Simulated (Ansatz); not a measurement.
B20 (FeSi-type) FeSi was calculated with revPBE in Ansatz (plane waves, PAW).

Run with plane-wave cutoff 520 eV, 8×8×8 k mesh, Fermi–Dirac smearing 0.01 eV, no spin polarisation, scalar-relativistic PAW data made under PBE.

Results at a series of volumes:

```csv
V (Å³/atom),E − E_lowest (meV/atom),P (GPa)
10.700,12.66,9.46
10.923,3.04,4.46
11.146,0.00,0.00
11.369,2.80,-3.96
11.592,10.81,-7.47
```

Task: Estimate the bulk modulus from the pressures at 10.923 and 11.369 Å³/atom, and compare it with a fit to all energies.

Result: B = −V dP/dV. Between V = 10.923 and 11.369 Å³/atom, dP/dV = (-3.96 − (4.46))/(11.369 − 10.923) = -18.9 GPa per Å³/atom; at the midpoint 11.146 Å³/atom this gives B ≈ 210 GPa. The third-order Birch–Murnaghan fit gives V0 = 11.146 Å³/atom, B0 = 210 GPa, B′ = 4.9, which lies within 1 % of that estimate.

Shape and atoms are relaxed at each volume.

Measured, for comparison: bulk modulus 178 GPa (room temperature, no zero-point or thermal correction, our sources range from 169 to 185; as tabulated in Study of the compressibility of FeSi, MnSi, and CoS2 (JETP Letters), abstract); equilibrium volume per atom 11.26 Å³/atom (temperature not stated, no zero-point or thermal correction; as tabulated in Wikipedia's data pages). Computed (rounded) less measured: bulk modulus +18 % (+14 % to +24 % over the range), equilibrium volume per atom -1.0 %. A static lattice is as a rule a little smaller and stiffer than an uncorrected measurement, which narrows the difference in the equilibrium volume per atom and would widen misses of the other sign.

Note: the bulk modulus comes from volumes at which shape and atoms were relaxed.

Ansatz is a program for electronic structure.
